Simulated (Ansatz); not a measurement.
**bcc Ba**

Level of theory: rVV10 (PAW; Ansatz, a quantum-chemistry and plane-wave program).

Run with plane-wave cutoff 500 eV, 20×20×20 k mesh, Fermi–Dirac smearing 0.1 eV, scalar-relativistic PAW data made under PBE.

Cell (relaxed at this level):

Ba has the cubic space group Im-3m (No. 229), the bcc (W type) structure, Pearson symbol cI2. Conventional cell: a = 4.923 Å, b = 4.923 Å, c = 4.923 Å, α = 90.00°, β = 90.00°, γ = 90.00°. Ba on 2a is coordinated by 8 Ba at 4.263 Å and 6 Ba at 4.923 Å. (Neighbours: up to the widest gap in distance over summed covalent radii, below 1.35, at either atom.)
(The calculation used a cell of 1 atom; values per cell refer to that cell.)

- volume per atom = 59.65 Å³/atom
- lattice constant a = 4.923 Å

Measured, for comparison: equilibrium volume per atom 62.31 Å³/atom (low-temperature or extrapolated to 0 K; zero-point anharmonic expansion removed; as tabulated in Csonka et al. (2009), arXiv:0903.4037); lattice constant a 4.995 Å (low-temperature or extrapolated to 0 K; zero-point anharmonic expansion removed, our sources range from 4.995 to 5.004; as tabulated in Csonka et al. (2009), arXiv:0903.4037). Computed (rounded) less measured: equilibrium volume per atom -4.3 %, lattice constant a -1.4 % (-1.4 % to -1.6 % over the range).

Spin–orbit coupling is not included.

Computed values are for the static lattice.

Computing time: about 70 core-seconds (a rough figure).
